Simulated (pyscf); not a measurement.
A first-order saddle from PySCF, ωB97X-D3(BJ)/def2-SVP:

```
O
H 1 1.2796
H 2 1.0224 1 142.22
P 1 1.6746 2 125.63 3 -108.60
O 4 1.6574 1 102.32 2 11.73
H 5 0.9661 4 109.99 1 101.67
H 4 1.4241 5 94.81 6 -161.77
Si 3 1.7264 2 78.14 1 -0.70
H 8 1.5210 3 89.03 2 -92.98
```

Surface: singlet, charge 0. Lowest wavenumbers (cm⁻¹): 1460i, 90, 153, 198, 385.

Q: Name the species on either side of this saddle.

A: HO–PH–OH (SMILES OPO) + SiH₂ (SMILES [SiH2]) [singlet] ⇌ HO–PH–O–SiH: (SMILES OPO[SiH]) [singlet] + H₂ (SMILES [H][H]), a four-centre exchange read from left to right: H–O, H–Si broken and O–Si, H–H formed. At ωB97M-D3(BJ)/def2-TZVP it lies +3.6 kJ/mol from the left side and +128.6 kJ/mol from the right (each side as separated species at their lowest minima found). On the reactant side the descent ends in an adduct with a O–Si contact, 90.3 kJ/mol under the separated species and 87.0 kJ/mol under the saddle at ωB97X-D3(BJ)/def2-TZVP. What is counted as formed (O–Si) is already present as a longer contact in the reactant adduct; forming that adduct is a step of its own. The same reactants have a lower exit, to HO–P(OH)–SiH₃ (barrier -22.7 kJ/mol at ωB97M-D3(BJ)/def2-TZVP, against +3.6 kJ/mol here). This is the saddle that the search found; another between the same sides may lie lower.
